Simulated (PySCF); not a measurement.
formaldehyde (CH2O), SMILES C=O. The structure is a stationary point at PBE-D3(BJ)/def2-TZVPD.

Computed equilibrium geometry at PBE-D3(BJ)/def2-TZVPD (PySCF confirms it by a frequency run) as Cartesian coordinates in Å, and its point group:
point group C2v.
```xyz
4

C      0.0000     0.0000    -0.5302
O      0.0000     0.0000     0.6785
H      0.0000     0.9481    -1.1234
H      0.0000    -0.9481    -1.1234
```
